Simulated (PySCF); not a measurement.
**Which determinant of BS lies lowest?**

Unrestricted PBE0; PySCF, no relativity, basis sets B def2-TZVP, S def2-TZVP. Outer shells of the fragments: B 2s2 2p1; S 3s2 3p4.

Followed along the bond (rough minima from three points):

| 2Ms+1 | unpaired | ⟨S²⟩ at the start | R at minimum (Å) | Te (eV) |
| --- | --- | --- | --- | --- |
| 2 | σ ↑ | 0.78 | 1.61 | 0.00 |
| 2 | π ↑ | 0.76 | 1.83 | 2.07 |
| 4 | σ ↑, π ↑↑ | 3.76 | 1.79 | 3.62 |

Solutions found at the starting distance of 1.800 Å, counted from the lowest of them; the search is not exhaustive and high or unbound solutions are not listed, so other states can lie among these:

```csv
2Ms+1,unpaired,term,E (eV),⟨S²⟩,⟨Lz²⟩,μ (D)
2,σ ↑,²Σ⁺,0.00,0.78,0.00,-1.38
2,π ↑,²Π,1.49,0.76,1.01,2.01
4,"σ ↑, π ↑↑",mixed,3.04,3.76,2.01,0.36
4,"σ ↑, π ↑↑",mixed,3.46,3.76,2.01,0.17
2,"σ ↑, π ↑↓",mixed,3.61,1.76,2.01,0.08
4,"σ ↑↑, π ↑",⁴Π,6.25,3.78,1.00,0.27
4,π ↑↑↑,⁴Π,6.40,3.77,1.01,5.00
4,"σ ↑↑, π ↑",⁴Π,8.25,3.76,1.02,-0.47
```

A term symbol is given only where ⟨S²⟩ and ⟨Lz²⟩ are close to those of a pure state; real π, δ and φ orbitals otherwise mix terms. A positive dipole means B(−)S(+).

**Question.** Compare the gap between the two lowest followed solutions at the starting distance with the gap between their minima.

**Answer.** At PBE0 the second solution (doublet, unpaired electrons π ↑) lies +1.49 eV from the first (doublet, unpaired electrons σ ↑) at 1.800 Å and +2.07 eV at the minima; the two curves relax by different amounts, since their minima lie near 1.83 and 1.61 Å.

Counting both spins, an empty level lies below a filled one in some of these solutions, because spin and occupation are held.
